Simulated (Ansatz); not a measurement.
Black phosphorus was calculated with r²SCAN-D4 (Ansatz, an electronic-structure program, plane waves, PAW).

Settings: plane-wave cutoff 560 eV, 10×10×8 k mesh (along the axes of the cell as run), Fermi–Dirac smearing 0.01 eV, scalar-relativistic PAW data made under PBE.

The cell is scaled about its equilibrium volume:

Shape and atoms are relaxed at each volume.

```tsv
V (Å³/atom)	P (GPa)	direct gap at Γ (eV)	c (Å)	a (Å)
18.904	1.13	2.197	4.385	3.294
19.298	0.51	2.127	4.429	3.296
19.692	0.00	2.067	4.470	3.297
20.085	-0.44	2.008	4.507	3.298
20.479	-0.82	1.953	4.540	3.299
```

The fundamental gap (0.02 eV at the equilibrium volume, with added k points) lies elsewhere than Γ–Γ.

Note: the bulk modulus comes from volumes at which shape and atoms were relaxed.
